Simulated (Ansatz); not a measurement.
**C₃H₂Cl+ (SMILES Clc1c[cH+]1): single points off equilibrium**

An exercise on one series of results from a longer session: the logs are not shown, and one member is left open.

Computed with Ansatz 0.2.0, Gaussian basis. Level: single points in def2-TZVPP.

Cores are frozen in the correlated methods.

### Starting geometry

SMILES `Clc1c[cH+]1`, 6 atoms, charge 1, spin multiplicity 1.

Atoms are counted from 1 here; the program's logs count them from 0.

Bond lengths: Cl1–C2 1.648 Å, C2–C3 1.457 Å, C2–C4 1.446 Å, C3–C4 1.437 Å, C3–H5 1.107 Å, C4–H6 1.091 Å. Angles: Cl1–C2–C3 151.0°, Cl1–C2–C4 149.6°, C3–C2–C4 59.3°, C2–C3–C4 60.0°, C2–C3–H5 150.2°, C4–C3–H5 149.8°, C2–C4–C3 60.7°, C2–C4–H6 152.2°, C3–C4–H6 147.1°.

As a file:

```
Cl   -1.7695    0.2411    1.6227
C    -0.5661    0.0657    0.5104
C     0.6039   -0.6351   -0.0015
C     0.1267    0.5471   -0.6640
H     1.3425   -1.4561    0.0757
H     0.2636    1.2578   -1.4803
```

Set-up of the first run:

run/in.yaml

```yaml
crystal:
  periodic: [false, false, false]
  atoms:
    - {symbol: Cl, position_ang: [-1.769500, 0.241100, 1.622700]}
    - {symbol: C, position_ang: [-0.566100, 0.065700, 0.510400]}
    - {symbol: C, position_ang: [0.603900, -0.635100, -0.001500]}
    - {symbol: C, position_ang: [0.126700, 0.547100, -0.664000]}
    - {symbol: H, position_ang: [1.342500, -1.456100, 0.075700]}
    - {symbol: H, position_ang: [0.263600, 1.257800, -1.480300]}
basis:
  gaussian: {orbitals: def2-TZVPP}
total_charge: 1
correlation: {method: ccsd_t}
output: {forces: true}
```

The command line of these runs was not kept.

Among the steps run: CCSD(T)/def2-TZVPP; PBE0-D4/def2-TZVPP; wB97M-V/def2-TZVPP; r2SCAN-D4/def2-TZVPP; PBE-D4/def2-TZVPP; r2SCAN0-D4/def2-TZVPP; CAM-B3LYP-D4/def2-TZVPP.

One table of the session follows, with a row left open; its other results are not shown here.

```
      method  RMS force component (eV/Å)  angle to CCSD(T) forces (°)
     CCSD(T)                       1.575                    reference
     PBE0-D4                       1.889                          4.4
     wB97M-V                       1.902                          1.3
   r2SCAN-D4                       1.768                          4.1
      PBE-D4                       1.575                          5.6
  r2SCAN0-D4                           ?                            ?
CAM-B3LYP-D4                       2.017                          2.4
```

Q: Estimate the row for r2SCAN0-D4 from the others.

As computed: RMS force component (eV/Å): 2.003; angle to CCSD(T) forces (°): 3.9. In the column «RMS force component (eV/Å)» it lies between wB97M-V (1.902) and CAM-B3LYP-D4 (2.017).
